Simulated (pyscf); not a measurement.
1,1-elimination: Cl–GaH₂ -> HCl + GaH [singlet]

Gas phase, singlet surface, charge 0. Bonds broken: Cl1–Ga2, Ga2–H3. Bonds formed: Cl1–H3. Structures and frequencies: ωB97X-D3(BJ)/def2-SVP in PySCF. MP2 and CC: frozen core, UHF for open shells. ΔMP2 is the change of the MP2 total energy from the triple- to the quadruple-zeta basis.

Transition state (Å):

```xyz
4

Cl     1.9394     0.1189    -0.7874
Ga     0.0899    -0.4024     0.9018
H      1.7115    -0.0165     0.8321
H     -1.2172    -0.6679     0.0479
```

One imaginary mode, 1144i cm⁻¹; descent along it reached the two sides named, in the forms told below.

```
bond     change  reactant side (Å)  saddle  product side
-------  ------  -----------------  ------  ------------
Cl1–Ga2  breaks              2.151   2.558           2.9
Ga2–H3   breaks              1.555   1.668           3.3
Cl1–H3    forms                3.1   1.641         1.286
```

Electronic energies relative to the reactant's lowest minimum found (kJ/mol):

```
level                             barrier  reaction energy  reverse barrier
--------------------------------  -------  ---------------  ---------------
ωB97X-D3(BJ)/def2-TZVP              260.6           +220.4             40.2
PBE/def2-TZVP                       195.4           +190.8              4.6
r²SCAN/def2-TZVP                    222.4           +218.4              4.1
B3LYP-D3(BJ)/def2-TZVP              219.1           +185.4             33.7
PBE0-D3(BJ)/def2-TZVP               227.4           +205.5             21.9
M06-2X/def2-TZVP                    247.1           +205.9             41.2
ωB97M-D3(BJ)/def2-TZVP              243.9           +190.6             53.3
HF/def2-TZVP                        312.1           +194.4            117.7
MP2/def2-QZVPP                      249.0           +217.1             31.9
CCSD/def2-TZVPP                     262.3           +197.9             64.4
CCSD(T)/def2-TZVPP                  250.1           +201.1             49.0
CCSD(T)/def2-TZVPP + ΔMP2(QZVPP)    243.8           +198.7             45.1
```

With CCSD(T)/def2-TZVPP + ΔMP2(QZVPP) energies and thermal terms (ideal gas, 1 atm, RRHO with modes under 100 cm⁻¹ raised to 100, one conformer, R ln 2 for rigid chiral ones), in kJ/mol:

```tsv
T (K)	ΔH‡	ΔG‡	ΔH	ΔG
298	234.6	231.5	+193.7	+157.2
600	233.7	228.7	+194.0	+119.8
900	232.3	226.4	+192.4	+83.1
1200	230.6	224.7	+190.1	+47.0
```

On the product side the descent ends in a complex, 22.6 kJ/mol under the separated species and 62.9 kJ/mol under the saddle at ωB97X-D3(BJ)/def2-TZVP. This is the saddle that the search found; another between the same sides may lie lower. The CCSD(T) − MP2 part came from Ansatz, without density fitting, on the same reference. The frozen core leaves the outer d or s,p core shells of the metals and heavy elements correlated in the MP2 and CC values, and def2-TZVPP describes them poorly, which can shift differences by a few kcal/mol. Elements up to Kr have no core potential and no relativistic terms here.
